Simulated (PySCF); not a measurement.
A run for PySCF: R-MP2/6-31G* on CH4O (SMILES CO) with ghost functions.

```python
from pyscf import gto, scf, dft, mp
from pyscf.data.elements import chemcore

mol = gto.M(
    atom='''
    O     0.80436412    0.17634505    0.50949499
    H     1.17234712   -0.39573295    1.18702299
    C     1.26936912   -0.29528495   -0.75266401
    H     0.83855212    0.35580905   -1.50577801
    H     2.35533312   -0.24449195   -0.82697601
    H     0.94102612   -1.31515495   -0.95174501
    ghost-O   -1.88574388    0.07873905    0.13466399
    ghost-H   -2.30242088    0.87761205    0.46043399
    ghost-H   -0.95671688    0.18949605    0.37561299
    ''',
    basis='6-31g*',
    cart=True,
    charge=0, spin=0, verbose=3, max_memory=1800)
mf = scf.RHF(mol)
mf.conv_tol = 1e-8
mf.max_cycle = 100
mf.kernel()
if not mf.converged:
    mf = mf.newton().run(mf.mo_coeff, mf.mo_occ)
pt = mp.MP2(mf, frozen=chemcore(mol)).run()
```

It printed:

```
converged SCF energy = -115.035978100903
E(RMP2) = -115.348676025297  E_corr = -0.312697924393762
E(SCS-RMP2) = -115.344972289909  E_corr = -0.308994189006169
```

The run converged.

Cost: very roughly 0.27 core-seconds.
